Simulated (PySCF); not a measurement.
Spectra and structures to be paired. Theory: TDDFT B3LYP/def2-SVPD, vertical, gas phase, core orbitals frozen in the response in PySCF 2.14.0, density-fitted response routines. Geometries: GFN2-xTB; one conformer of each isolated species. Triplets are in the Tamm–Dancoff approximation. Ions are computed without counter-ions or solvent.

A. `F/C=C(\F)[C@H]([SiH3])CF`
B. `N/C=C/C=[NH2+]`
C. `C=C[Si](Cl)(Cl)Cl`
D. `C[S+](C)(=O)CC(F)F`

Lowest singlet levels (six at most, fewer where fewer were computed) with oscillator strengths:

1. 6.03 eV (f 0.010); 6.55 eV (f 0.197); 6.74 eV (f 0.123); 7.05 eV (f 0.019); 7.14 eV (f 0.039); 7.26 eV (f 0.051); T1 4.35 eV
2. 6.58 eV (f 0.006); 6.88 eV (f 0.022); 6.95 eV (f 0.280); 7.09 eV (f 0.000); 7.23 eV (f 0.000); 7.53 eV (f 0.110); T1 4.35 eV
3. 5.24 eV (f 0.721); 6.97 eV (f 0.000); 6.99 eV (f 0.000); 7.02 eV (f 0.000); 7.18 eV (f 0.020); 7.67 eV (f 0.000); T1 3.08 eV
4. 7.27 eV (f 0.014); 7.31 eV (f 0.002); 8.06 eV (f 0.000); 8.21 eV (f 0.065); 8.36 eV (f 0.001); 8.43 eV (f 0.019); T1 6.79 eV

Question: Which spectrum belongs to which structure?

Answer: 1 = A, 2 = C, 3 = B, 4 = D.
- A: S1 at 6.03 eV, HOMO→LUMO+1 (88%); Löwdin shares by element: HOMO carbon 63% or more, fluorine 13% or more (atoms not listed hold the other 23%); LUMO carbon 48% or more, silicon 13%, fluorine 7% or more (atoms not listed hold the other 32%); HOMO -7.19 and LUMO -0.34 eV.
- B: S1 at 5.24 eV, HOMO→LUMO (98%); Löwdin shares by element: HOMO carbon 42% or more, nitrogen 40% (atoms not listed hold the other 18%); LUMO carbon 51% or more, nitrogen 34% (atoms not listed hold the other 15%); HOMO -11.52 and LUMO -6.56 eV; point group C2v, 4 of its 6 listed states under f = 0.0005.
- C: S1 at 6.58 eV, HOMO-2→LUMO (94%); Löwdin shares by element: HOMO carbon 74%, chlorine 13% or more; LUMO carbon 66%, silicon 10%, chlorine 5% or more (atoms not listed hold the other 19%); HOMO -8.35 and LUMO -1.30 eV; point group Cs, 2 of its 6 listed states under f = 0.0005.
- D: S1 at 7.27 eV, HOMO→LUMO (94%); Löwdin shares by element: HOMO oxygen 53%, carbon 19% or more, sulfur 11% (atoms not listed hold the other 18%); LUMO carbon 42% or more, sulfur 33% (atoms not listed hold the other 25%); HOMO -13.85 and LUMO -5.41 eV; point group Cs, 1 of its 6 listed states under f = 0.0005.
